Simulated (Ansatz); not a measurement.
Input for Ansatz (development build ahead of 0.2.0):

```yaml
crystal:
  periodic: [false, false, false]
  atoms:
    - { symbol: C, position_ang: [0.0, 0.0, -1.11648] }
    - { symbol: S, position_ang: [0.0, 0.0, 0.41868] }
basis:
  gaussian: { orbitals: cc-pVTZ }
hamiltonian:
  xc: hf
correlation:
  method: mp2
  frozen_orbitals: { C: 1, S: 5 }
```

The input is written out in the form of the current development build from the run's settings.

Results

```json
{
  "Converged": "yes",
  "Reference energy": "-435.35268 hartree",
  "Correlation energy": "-0.30281 hartree",
  "Total energy": "-435.65549 hartree",
  "Spin squared of the determinant": "0.000"
}
```
